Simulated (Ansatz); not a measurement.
A nudged elastic band was laid between two geometries of CH6AlSi (9 atoms, charge 1, multiplicity 1).

These are results of RKS PBE0-D4/def2-SVP (Ansatz), not measurements.

```json
{
  "movable images": "5",
  "climbing image": "yes",
  "spring": "5.0 eV/Å²",
  "optimiser": "quadratic models (default)",
  "start path": "through a guess of the saddle point",
  "force threshold": "0.05 eV/Å",
  "iteration limit": "60",
  "end points": "relaxed"
}
```

Image 0:

```xyz
9
Properties=species:S:1:pos:R:3
C -0.596 1.421 -0.625
Si 0.238 -0.216 -0.567
Al 0.586 -1.741 1.424
H 0.116 2.164 -1.035
H -0.987 1.772 0.338
H -1.418 1.367 -1.365
H 0.731 -0.588 -1.929
H 1.944 -1.437 2.156
H -0.613 -2.742 1.602
```

Image 6:

```xyz
9
Properties=species:S:1:pos:R:3
C -0.622 1.406 -0.635
Si 0.384 -0.127 -0.509
Al 0.481 -1.805 1.382
H -1.266 1.323 -1.532
H 0.052 2.260 -0.837
H -1.243 1.621 0.245
H 1.208 -0.299 -1.746
H 1.606 -1.444 2.420
H -0.599 -2.935 1.211
```

(1) Which bonds break or form, and what moves?

(2) Give the energies along the band, and the barrier.

(3) What is the geometry of the highest image?

(4) What are the harmonic wavenumbers there?

Answers

(1) No bond is made or broken. The dihedral H5–C1–Si2–Al3 goes from 0 to 125°. The two ends are copies of one structure, up to a mirror image or an exchange of like atoms.

(2) It converged. The highest image is number 3 of 0 to 6, 0.024 eV above the ends, which have the same energy within 2 meV. A vibrational analysis at the climbing image gives one clearly imaginary mode, 113i cm⁻¹: a first-order saddle point.

```tsv
image	path coordinate (Å)	energy (eV)	dihedral H5–C1–Si2–Al3 (°)
0	0.00	0.000	0
1	0.47	0.003	15
2	0.94	0.013	31
3	1.41	0.024	48
4	2.10	0.022	72
5	2.79	0.006	98
6	3.48	0.000	125
```

(3) 
```xyz
9
Properties=species:S:1:pos:R:3
C -0.562 1.418 -0.660
Si 0.325 -0.195 -0.606
Al 0.521 -1.728 1.402
H -0.403 1.974 -1.594
H -0.284 2.045 0.206
H -1.645 1.215 -0.541
H 0.919 -0.568 -1.926
H 1.857 -1.489 2.195
H -0.730 -2.672 1.525
```

(4) 113i, 108, 131, 241, 324, 436, 530, 663, 690, 696, 749, 896, 1248, 1375, 1391, 1986, 2031, 2241, 3027, 3114, 3191 cm⁻¹.

Run time: 10 min on 1 thread of Intel(R) Xeon(R) Processor @ 2.50GHz (Skylake/Cascade Lake), on a shared host, peak memory 0.16 GiB.
